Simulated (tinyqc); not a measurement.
UKS/exchange-only LDA in the sto-6g basis, for LiH+, spin multiplicity 2, step by step. One step of it, computed by the program tinyqc.

Question. Iteration 2: DIIS coefficients. Solve [B -1; -1 0][c; lambda] = [0; -1] for the coefficients, which sum to one.

B (overlaps of the stored error matrices):
```
[[8.0310156e-02, -1.6058816e-02],
 [-1.6058816e-02, 5.3657461e-03]]
```

Give: DIIS coefficients.

Answer.

DIIS coefficients: [0.1819, 0.8181]
